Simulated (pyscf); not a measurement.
## Hydrogen abstraction: H₃C–Si(CH₃)(OH)–OH + H• -> H₃C–Si(CH₃)(O•)–OH + H₂

Gas phase, doublet surface, charge 0. Bonds broken: O4–H12. Bonds formed: H12–H14. Optimised with ωB97X-D3(BJ)/def2-SVP in PySCF.

Transition state (Å):

```xyz
14

C     -0.1457    -0.7151     1.9102
Si    -0.2261    -0.0372     0.1815
C     -1.8279     0.8500    -0.1980
O     -0.2248    -1.2602    -0.9958
O      1.1031     0.9575     0.0227
H      0.8225    -1.2075     2.0914
H     -0.9474    -1.4507     2.0795
H     -0.2550     0.0952     2.6486
H     -1.9337     1.7246     0.4645
H     -2.6923     0.1870    -0.0376
H     -1.8599     1.2027    -1.2409
H      0.8461    -2.0908    -0.7685
H      1.2425     1.3505    -0.8450
H      1.5355    -2.4242    -0.4257
```

One imaginary mode, 974i cm⁻¹; descent along it reached the two sides named.

```tsv
bond	change	reactant side (Å)	saddle	product side
O4–H12	breaks	0.970	1.374	2.342
H12–H14	forms	2.7	0.839	0.761
```

Electronic energies relative to the separated reactants (kJ/mol):

```tsv
level	barrier	reaction energy	reverse barrier
ωB97X-D3(BJ)/def2-TZVP	70.5	+53.5	17.0
PBE/def2-TZVP	46.0	+51.6	-5.6
r²SCAN/def2-TZVP	45.2	+41.6	3.5
B3LYP-D3(BJ)/def2-TZVP	45.1	+37.2	7.8
PBE0-D3(BJ)/def2-TZVP	64.5	+58.5	6.0
M06-2X/def2-TZVP	83.8	+60.5	23.3
ωB97M-D3(BJ)/def2-TZVP	73.1	+55.7	17.4
HF/def2-TZVP	99.9	+17.8	82.1
```

With ωB97M-D3(BJ)/def2-TZVP energies and thermal terms (ideal gas, 1 atm, RRHO with modes under 100 cm⁻¹ raised to 100, one conformer, R ln 2 for chiral ones without a mode under 150 cm⁻¹), in kJ/mol:

```csv
T (K),ΔH‡,ΔG‡,ΔH,ΔG
298,64.9,95.5,+52.8,+50.0
600,62.9,127.5,+51.7,+47.6
900,61.7,160.0,+49.7,+45.9
1200,61.0,192.9,+47.4,+45.0
```

At PBE this geometry lies under the product side: in single points on another level's saddle the reverse barrier vanishes, and the forward threshold there is about the reaction energy. This is the saddle that the search found; another between the same sides may lie lower. The angle at the transferred H is 161°.
